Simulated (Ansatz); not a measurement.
The pair A = CH4 (SMILES C) (first 5 atoms), B = H2O (SMILES O); geometry from A24 set.
(charge 0, multiplicity 1):
```xyz
8

C      0.00069     0.00000    -1.99986
H     -0.50742     0.88759    -2.37291
H      1.03053     0.00000    -2.35283
H     -0.01314     0.00000    -0.91191
H     -0.50742    -0.88759    -2.37291
O     -0.00473     0.00000     1.71597
H      0.03212     0.75755     2.30172
H      0.03212    -0.75755     2.30172
```

Frozen-core correlation. MP2 and its Hartree–Fock in aug-cc-pVQZ are density fitted.

Programs: Ansatz (Gaussian basis) for Hartree–Fock, density functionals and correlated methods. Values without a source in brackets are computed.

The counterpoise-corrected interaction energy is E(AB) − E(A in the pair's basis) − E(B in the pair's basis). Total energies (hartree):

```json
[
 {"level": "HF/aug-cc-pVTZ", "AB": "-116.2741516", "A in the pair's basis": "-40.2136005", "B in the pair's basis": "-76.0605689"},
 {"level": "MP2/aug-cc-pVTZ", "AB": "-116.7446029", "A in the pair's basis": "-40.4145290", "B in the pair's basis": "-76.3291506"},
 {"level": "HF/aug-cc-pVQZ", "AB": "-116.2821408", "A in the pair's basis": "-40.2162271", "B in the pair's basis": "-76.0659301"},
 {"level": "MP2/aug-cc-pVQZ", "AB": "-116.7802292", "A in the pair's basis": "-40.4273385", "B in the pair's basis": "-76.3519236"},
 {"level": "CCSD(T)/aug-cc-pVTZ", "AB": "-116.7844760", "A in the pair's basis": "-40.4410037", "B in the pair's basis": "-76.3424817"}
]
```

Work out the counterpoise-corrected interaction energy at the basis-set limit: extrapolate the MP2 correlation part as X⁻³, take Hartree–Fock from the larger set, and add the CCSD(T) − MP2 difference of aug-cc-pVTZ.


1. Differences (1 hartree = 627.509 kcal/mol): HF/aug-cc-pVTZ 0.011; MP2/aug-cc-pVTZ -0.579; HF/aug-cc-pVQZ 0.010; MP2/aug-cc-pVQZ -0.607; CCSD(T)/aug-cc-pVTZ -0.622.
2. Correlation parts, MP2 less HF: -0.591 in aug-cc-pVTZ (X = 3), -0.617 in aug-cc-pVQZ (X = 4).
3. Limit (4³·(-0.617) − 3³·(-0.591))/(4³ − 3³) = -0.637; with HF/aug-cc-pVQZ it gives -0.626.
4. CCSD(T) less MP2 in aug-cc-pVTZ: -0.042.
Result: -0.67 kcal/mol, against -0.58 at MP2/aug-cc-pVTZ. It is an estimate of this method's limit, not of the exact value.

Ansatz is an electronic-structure program.
